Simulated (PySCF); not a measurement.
# Structure elucidation problem

The spectra below were simulated for a compound C2H3F.

1H NMR (300 MHz, computed): δ 6.94 (ddd, J = 88.2, 13.7, 5.6 Hz, 1H), 5.11 (ddd, J = 19.5, 13.7, 4.5 Hz, 1H), 4.67 (ddd, J = 47.7, 5.6, 4.5 Hz, 1H).

13C{1H} NMR (computed): δ 165.4 (CH, d, J = 334.7 Hz), 100.1 (CH2, d, J = 8.8 Hz).

Computational details: coordinates at the GFN2-xTB level, J: B3LYP/pcJ-1, σ from GIAO-PBE0/pcSseg-1, in PySCF 2.14.0 with density-fitted response routines (non-relativistic, in vacuum, one conformer).

References, each an isolated molecule treated in the same way: 1H, 13C vs TMS.

Question: Propose a structure and justify it.

Answer: 
Rings plus π bonds: 1 (no ring in the answer). 2 carbon signals for 2 carbons: no two carbons are equivalent. Carbon types of the structure: 1 × CH, 1 × CH2, which accounts for all hydrogens. δC 165.4: alkene CH. δC 100.1: terminal =CH2 carbon; an sp2 carbon of a C=C bond. δH 6.94: hydrogen on an alkene CH; a vinylic proton, deshielded by the sp2 carbon and the C=C anisotropy. δH 5.11, 4.67: hydrogen on a terminal =CH2 carbon; attached to an sp2 carbon and in the plane of the double bond. The protons at 5.11 and 6.94 share a coupling of 13.7 Hz (vicinal, trans across C=C). The protons at 4.67 and 6.94 share a coupling of 5.6 Hz (vicinal, cis across C=C). The protons at 4.67 and 5.11 share a coupling of 4.5 Hz (geminal).

These data were computed for SMILES C=CF.

Common functionals overestimate the size of one-bond C–F couplings by tens of Hz; these are unscaled. Splittings below 1 Hz are ignored in the labels, and close J values are merged. Unscaled 3J(H,H) at this level run about 10 % above measured values. Shifts are as computed. Against solution values, carbons near 30 ppm lie about +3 ppm off and those near 130 ppm about +5 ppm. Of 1211 compounds with measured shifts, 218 miss one by over three times the rms of a fit or turn the order of signals round; such compounds aren't used in these exercises.
